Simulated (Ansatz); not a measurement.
## What a trial cell of Sn₂Br relaxes into

Computed with DFT PBE, scalar-relativistic, plane waves, PAW (Ansatz). Cutoff 420 eV, Γ-centred k mesh, Gaussian smearing, no spin polarisation in the final step.

The start puts Sn₂Br on the cubic Laves (C15) structure type (Fd-3m, No. 227), with Br in place of Mg, Sn in place of Cu, at a guessed volume.

```xyz
6
Lattice="0.0000 4.3409 4.3409 4.3409 0.0000 4.3409 4.3409 4.3409 0.0000" Properties=species:S:1:pos:R:3 pbc="T T T"
Sn    5.4262    5.4262    5.4262
Sn    5.4262    3.2557    3.2557
Sn    3.2557    3.2557    5.4262
Sn    3.2557    5.4262    3.2557
Br    0.0000    0.0000    0.0000
Br    2.1705    2.1705    2.1705
```

Cell and atoms relax at zero pressure; the relaxation can't lower the symmetry of the start. After a coarse first stage the cell is made exact in the group found at 0.06 Å.

Energies over the elements count from the elements' standard structures at the same level, with no empirical corrections.

Problem. What does it relax into?

Solution. It keeps Fd-3m (No. 227). The result has the cubic Laves (C15) structure. Conventional cell: a = 8.955 Å. Around Sn lie 6 Sn at 3.17 Å and 6 Br at 3.71 Å; Br is coordinated by 12 Sn at 3.71 Å and 4 Br at 3.88 Å.

```
Sn Br
1.0
     0.00000    4.47726    4.47726
     4.47726    0.00000    4.47726
     4.47726    4.47726    0.00000
Sn Br
4 2
Direct
  0.62500 0.62500 0.62500
  0.12500 0.62500 0.62500
  0.62500 0.62500 0.12500
  0.62500 0.12500 0.62500
  0.00000 0.00000 0.00000
  0.25000 0.25000 0.25000
```

Problem. What are its volume, energy, density and gap?

Solution. The volume per atom is 29.92 Å³, the density is 5.87 g/cm³ and the energy over the elements is 0.04 eV/atom. The gap on the 8×8×8 mesh is 0 eV (a metal).

The final run used a 8×8×8 mesh on its 6-atom cell and 0.10 eV smearing. The k mesh leaves about 4 meV/atom of noise in metals. Symmetry constrained the relaxation, so the result can be a saddle point.

Cost: 3 runs of about 1.2 core-minutes in all, on Arm Neoverse V1 (shared hosts).